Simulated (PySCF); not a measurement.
Geometry (Å), atoms numbered from 1 in this order:
```xyz
16

C     0.431    2.362    1.014
C     0.232    1.278    0.549
C    -0.009   -0.042   -0.019
C    -1.327   -0.591    0.540
C    -0.096    0.082   -1.545
C     1.152   -0.967    0.368
H     0.605    3.313    1.423
H    -1.277   -0.668    1.624
H    -1.525   -1.578    0.129
H    -2.153    0.067    0.281
H    -0.276   -0.894   -1.990
H     0.831    0.483   -1.948
H    -0.909    0.749   -1.826
H     1.229   -1.048    1.450
H     2.093   -0.577   -0.015
H     0.992   -1.961   -0.046
```

- σ from GIAO-PBE0/pcSseg-1
- structure optimised with GFN2-xTB
- program: PySCF
- no relativistic terms, rapidly exchanging positions averaged, one conformer, no solvent model

Scale: TMS for ¹³C (σ = 186.93 ppm), ¹H (σ = 31.72 ppm) (reference shieldings calculated alike).

```
                            atoms  nucleus  count  δ (ppm)
                               C3      ¹³C      1     27.6
                               C2      ¹³C      1     97.7
                               H7       ¹H      1        ?
                               C1      ¹³C      1     74.2
                         C4/C5/C6      ¹³C      3     32.9
H8/H9/H10/H11/H12/H13/H14/H15/H16       ¹H      9        ?
```

Estimate the values marked ?.

## Answers


- H7: 1.53 ppm, hydrogen on a terminal alkyne carbon; it lies on the axis of the triple bond, in its shielding cone
- H8/H9/H10/H11/H12/H13/H14/H15/H16: 1.30 ppm, hydrogen on a methyl carbon

Shifts are as computed. Against solution values, carbons near 30 ppm lie about +3 ppm off and those near 130 ppm about +5 ppm. Of 1211 compounds with measured shifts, 218 miss one by over three times the rms of a fit or turn the order of signals round; such compounds aren't used in these exercises.
